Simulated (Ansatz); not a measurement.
# C₂HCl₂F: a ladder of functionals and wavefunction methods

The task here is to estimate one member of a computed series from the others.

Program: Ansatz 0.2.0, Gaussian basis. Level of theory: functionals in def2-TZVPP, the program's frozen cores in correlated methods. These are calculated values, not measurements.

Levels to be run: LDA (SPW92), PBE-D4, revPBE-D4, BLYP-D4, r2SCAN-D4, B97M-V, PBE0-D4, B3LYP-D4, r2SCANh-D4, r2SCAN0-D4, HSE06-D4, BHLYP-D4, CAM-B3LYP-D4, LC-ωPBE, ωB97X-V, ωB97M-V, B2PLYP, PBE-QIDH; CCSD(T)/def2-SVP; CCSD(T)/def2-TZVPP; MP2/def2-QZVPP; extrapolation to the limit; RPA on PBE.

## Structure used throughout

The geometry comes from an earlier relaxation with PBE0-D4 in a triple-zeta def2 set; it is a stationary point.

6 atoms, charge 0, spin multiplicity 1.

Atoms are counted from 1 here; the program's logs count them from 0.

Bond lengths: F1–C2 1.325 Å, C2–C3 1.326 Å, C2–H6 1.082 Å, C3–Cl4 1.703 Å, C3–Cl5 1.711 Å. Angles: F1–C2–C3 121.8°, F1–C2–H6 114.8°, C3–C2–H6 123.4°, C2–C3–Cl4 122.7°, C2–C3–Cl5 120.1°, Cl4–C3–Cl5 117.1°.

The first run:

Contents of in.yaml:

```yaml
crystal:
  periodic: [false, false, false]
  atoms:
    - {symbol: F, position_ang: [0.369818, -1.453511, 1.016624]}
    - {symbol: C, position_ang: [0.335196, -0.183694, 0.639137]}
    - {symbol: C, position_ang: [-0.249498, 0.193870, -0.489926]}
    - {symbol: Cl, position_ang: [-1.002742, -0.907113, -1.549257]}
    - {symbol: Cl, position_ang: [-0.269601, 1.845147, -0.936707]}
    - {symbol: H, position_ang: [0.816836, 0.505301, 1.320128]}
basis:
  gaussian: {orbitals: def2-TZVPP}
hamiltonian: {xc: lda}
output: {orbitals: {seedname: orbitals}}
```

On the command line:

```
$ ansatz run in.yaml --threads 4 --pin off --events-out ev --progress --plain --max-ram 10444MiB
```

Steps of the session up to this table: LDA; PBE-D4 (GGA); revPBE-D4 (GGA); BLYP-D4 (GGA); r2SCAN-D4 (meta-GGA); B97M-V (meta-GGA); PBE0-D4 (hybrid); B3LYP-D4 (hybrid); r2SCANh-D4 (hybrid); r2SCAN0-D4 (hybrid); HSE06-D4 (hybrid); BHLYP-D4 (hybrid); CAM-B3LYP-D4 (range-separated); LC-ωPBE (range-separated); ωB97X-V (range-separated); ωB97M-V (range-separated); B2PLYP (double hybrid); PBE-QIDH (double hybrid).

One table of the session follows, with a row left open; its other results are not shown here.

It belongs to the step «Frontier levels by functional». 

| functional | HOMO (eV) | gap (eV) |
| --- | --- | --- |
| LDA (SPW92) | -6.33 | 4.70 |
| PBE-D4 | -6.14 | 4.76 |
| revPBE-D4 | -6.07 | 4.79 |
| BLYP-D4 | -6.00 | 4.74 |
| r2SCAN-D4 | -6.39 | 5.17 |
| B97M-V | -6.45 | 5.33 |
| PBE0-D4 | -7.39 | 6.96 |
| B3LYP-D4 | -7.17 | 6.50 |
| r2SCANh-D4 | ? | ? |
| r2SCAN0-D4 | -7.55 | 7.22 |
| HSE06-D4 | -6.99 | 6.17 |
| BHLYP-D4 | -8.50 | 9.15 |
| CAM-B3LYP-D4 | -8.73 | 9.42 |
| LC-ωPBE | -10.07 | 11.92 |
| ωB97X-V | -9.69 | 11.50 |
| ωB97M-V | -9.56 | 11.30 |

Q: Estimate the row for r2SCANh-D4 from the others.

Worked estimate for «HOMO (eV)». Against the share of exact exchange, r2SCAN-D4 (0, -6.39), r2SCAN0-D4 (0.25, -7.55) give a slope of -4.64 per unit share; at 0.1 the line stands at -6.85.

The run gave: HOMO (eV): -6.86; gap (eV): 5.99. In «HOMO (eV)» the line misses by +0.01.
